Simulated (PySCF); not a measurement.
Species: C-cyanomethanimine, C2H2N2.
SMILES: `[H]/N=C\C#N`

Theory: PBE0/pcSseg-1 in PySCF (dipole) on a GFN2-xTB geometry, gas phase.

Masses are those of the commonest isotopes; rigid-rotor values at the optimised geometry. 

Task: Give the principal moments of inertia and the rotational constants in GHz.

Result: Ia = 9.22, Ib = 97.55, Ic = 106.77 u·Å²; 505379 MHz·u·Å²/I gives 54802, 5181 and 4733 MHz, that is A = 54.802, B = 5.1807, C = 4.7333 GHz.

Task: What kind of rotor is it?

Result: A near-prolate asymmetric top; Ray's κ = -0.982.

Task: What does the inertial defect say?

Result: Planar: Δ = Ic − Ia − Ib = 0.00 u·Å². For a rigid frame Δ = −2 Σ m c², so it vanishes when all atoms lie in the ab plane; here none is more than 0.01 Å from it.

Task: Predict some low-J microwave lines.

Result: The dipole components are |μa| = 1.31 D, |μb| = 0.37 D, |μc| = 0.00 D; the mirror of this Cs structure is the ab plane, so μc vanishes by symmetry and there are no c-type lines. Intensities carry the squares of the components, which stand as 1.00 : 0.08 (a : b). Some lines, for components of 0.1 D or more:

| type | branch | J(Ka,Kc) | MHz | lower level (cm⁻¹) |
| --- | --- | --- | --- | --- |
| b | R | 5(0,5) ← 4(1,4) | 1864 | 4.895 |
| a | Q | 5(1,4) ← 5(1,5) | 6711 | 6.510 |
| a | R | 4(1,4) ← 3(1,3) | 38755 | 3.602 |
| a | R | 4(1,3) ← 3(1,2) | 40545 | 3.692 |
| a | R | 5(4,1) ← 4(4,0) | 49577 | 29.910 |
| b | Q | 3(1,2) ← 3(0,3) | 51201 | 1.984 |
| b | R | 1(1,1) ← 0(0,0) | 59536 | 0.000 |
| b | R | 3(3,0) ← 2(2,1) | 278971 | 7.643 |
| b | R | 4(3,2) ← 3(2,1) | 288876 | 8.635 |
| b | R | 5(4,1) ← 4(3,2) | 398489 | 18.271 |
| b | R | 5(5,0) ← 4(4,1) | 498180 | 29.910 |

Task: Estimate the classical rotational partition function at 25 K and 200 K.

Result: Point group Cs, symmetry number σ = 1; q = (√π/σ)·√((kT/h)³/(ABC)), k/h = 20836.6 MHz/K: 575 at 25 K, 13000 at 200 K.

Whether it is a minimum is left open (no frequencies). Constants of a rigid frame at the computed geometry: no zero-point averaging, no centrifugal distortion. Quadrupole hyperfine structure (14N) is left out.
